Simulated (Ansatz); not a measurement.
# BHF (doublet): from Hartree-Fock to the top rungs, def2-TZVPP

The task here is to estimate one member of a computed series from the others.

Program: Ansatz 0.2.0, Gaussian basis. Level of theory: def2-TZVPP, core rule «outside noble gas», up to 2 orbitals frozen. These are calculated values, not measurements.

The runs, in order: UHF; ROHF; CCSD(T) on UHF.

2 further runs of the same task are left out: 2 set aside as unsound or not needed.

## The geometry

The geometry is a PBE0/def2-TZVP stationary point (not a proven minimum).

3 atoms, charge 0, spin multiplicity 2.

Atoms are counted from 1 here; the program's logs count them from 0.

Bond lengths: B1–F2 1.301 Å, B1–H3 1.206 Å. Angles: F2–B1–H3 121.0°.

The first run:

File in.yaml:

```yaml
crystal:
  periodic: [false, false, false]
  atoms:
    - {symbol: B, position_ang: [0.000000, -0.193343, 0.758138]}
    - {symbol: F, position_ang: [0.000000, 0.073312, -0.515115]}
    - {symbol: H, position_ang: [0.000000, 0.691921, 1.577603]}
basis:
  gaussian: {orbitals: def2-TZVPP}
magnetization: {spin_polarized: true, initial_magnetization: 1}
hamiltonian: {xc: hf}
output: {orbitals: {seedname: orbitals}}
```

The run is started by

```console
$ ansatz run in.yaml --threads 1 --pin off --events-out ev --progress --plain --max-ram 4096MiB --backend cpu
```

Steps of the session up to this table: UHF; ROHF; CCSD(T) on UHF.

One of the session's tables, all rows but one given; the rest of the session is left out.

It belongs to the step «Misses and costs». 

| method | from UCCSD(T) (meV) |
| --- | --- |
| ROHF | ? |
| UHF | +9411.0 |
| UMP2 | +564.7 |
| UCCSD | +266.1 |
| UCCSD(T) | 0 |

Estimate the missing values for ROHF.

**Answer.** from UCCSD(T) (meV): +9446.3. In the column «from UCCSD(T) (meV)» it is the highest.

With the free atoms at the same levels and basis (separate runs), the atomisation energy is 9.860 eV at UCCSD(T), 8.234 eV at ROHF.
